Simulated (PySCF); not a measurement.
ClH. Atoms are numbered in the order given.

```xyz
2

Cl     0.0000     0.0000    -0.0711
H      0.0000     0.0000     1.2083
```

Geometry: PBE0-D3(BJ)/def2-TZVPD.

All values below come from HF/def2-TZVPD (PySCF).

Mulliken values depend strongly on the basis, most of all with diffuse functions as here. Atomic charges (e):

```tsv
atom	Mulliken	IAO
Cl1	-0.31	___
H2	0.31	___
```

Complete the blanks. (Estimate from the structure and the level; the computed values follow.)


- Cl1, IAO: -0.20
- H2, IAO: 0.20
